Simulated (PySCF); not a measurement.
Gas-phase reaction: AlH3.NH3 + 2 Cl → AlCl2NH2 + 2 H2

Energies from PySCF (xtb for GFN2), thermal terms from the rigid-rotor harmonic-oscillator model, ideal gas at 1 bar. † marks an energy on the PBE0/def2-TZVP geometry and frequencies; other levels use their own. 6-31G* has spherical d functions here. Open shells (unrestricted): Cl (multiplicity 2); the rest are closed-shell singlets. GFN2 has no spin-polarisation term. Spin-orbit splitting is ignored; it lowers the true energy and changes the entropy of Cl. B3LYP is the form with VWN-RPA correlation. Adducts (AlH3.NH3) have no counterpoise correction, and HF, PBE, BLYP, B3LYP and PBE0 lack dispersion. AlH3.NH3, AlCl2NH2: computed as isolated molecules; such fragments, hydroxides, amides, oligomers or adducts are transient or little studied in the gas.

| level | ΔH°(298 K), kJ |
|---|---|
| B3LYP/6-31G* | ___ |
| B3LYP/def2-TZVP† | ___ |
| GFN2-xTB | -573 |
| HF/6-31G* | -500 |
| HF/def2-TZVP† | -538 |
| PBE/def2-SVP | ___ |
| r2SCAN/def2-TZVP† | ___ |
| LDA/def2-TZVP† | -756 |

**Question.** Some entries are withheld; supply them.

**Answer.** 
- B3LYP/6-31G*, ΔH°(298 K), kJ: -639
- B3LYP/def2-TZVP†, ΔH°(298 K), kJ: -674
- PBE/def2-SVP, ΔH°(298 K), kJ: -673
- r2SCAN/def2-TZVP†, ΔH°(298 K), kJ: -713
